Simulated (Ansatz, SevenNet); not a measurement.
For fluorite SrCl2, the machine-learned potential SevenNet-l3i5 (trained on PBE and PBE+U data) gives:

```
Quantity                     Result
-------------------------  --------
elastic constant C11       63.6 GPa
elastic constant C44        7.0 GPa
polycrystal shear modulus  11.4 GPa
```

Q: What does r²SCAN0 (PAW; Ansatz, a program for electronic structure) give for the same quantities?

A: 
- elastic constant C11: 75.3 GPa (rises by 18 %)
- elastic constant C44: 10.3 GPa (rises by 47 %)
- Voigt–Reuss–Hill shear modulus: 15.6 GPa (grows by 37 %)

Changes are worked out from the printed values.

Unless a cell is named, each level is at its own relaxed cell (SevenNet-l3i5 29.13, r²SCAN0 28.33 Å³/atom).

Ansatz's density-functional and Hartree–Fock values are scalar-relativistic unless marked +SOC, with PAW data made under PBE.
